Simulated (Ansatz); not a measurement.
Computed with Ansatz on PBE0-D4/def2-TZVP structures; ΔE is electronic, products minus reactants. CCSD(T)/CBS is the MP2 limit (def2-TZVPP, def2-QZVPP) plus CCSD(T) − MP2 in def2-TZVPP, frozen cores. This one scheme is used for every species, atoms too. Functionals use def2-TZVPP. Open shells (•) are unrestricted, without spin–orbit coupling. Spin–orbit coupling would lower the free atoms: a little for C, F. One conformer a species, not always the lowest.

Reaction (atomization): `CC/C(F)=C\F` → 4 C• + 2 F• + 6 H•

`CC/C(F)=C\F`:

Cartesian coordinates in Å:
```
C -1.556 -0.241 -0.416
C -0.464 0.138 0.579
C 0.820 0.469 -0.078
F 0.771 1.540 -0.893
C 1.985 -0.150 0.030
F 2.123 -1.226 0.817
H -2.494 -0.441 0.104
H -1.278 -1.136 -0.977
H -1.731 0.565 -1.131
H -0.781 1.008 1.165
H -0.284 -0.675 1.284
H 2.888 0.148 -0.484
```

```csv
level,ΔE (kJ/mol)
PBE0-D4,4944.1
BHLYP,4709.2
```

(1) What does CCSD(T)/CBS give? (An estimate is asked.)

Largest T1 diagnostic among the species: 0.011.

## Answers

(1) Computed: +4892.1 kJ/mol. The listed levels differ from it by 52.0, -182.9 kJ/mol.

From r2SCAN to r2SCAN0 (25 % exact exchange), in def2-TZVPP and without D4, ΔE moves by −88.8 kJ/mol: exact exchange takes away binding that semilocal exchange gives to molecules. At CCSD(T), def2-SVP lies −191.5 kJ/mol from the extrapolated value and def2-TZVPP −114.8 kJ/mol: correlation converges slowly with the basis, and small sets miss more of it in the bonded molecule than in its fragments.

For atomizations the MP2-based limit and the directly extrapolated one differ by several kJ/mol either way, and by 10 to 25 for some Ge, Se and Sn compounds, so smaller differences from it don't rank the levels.
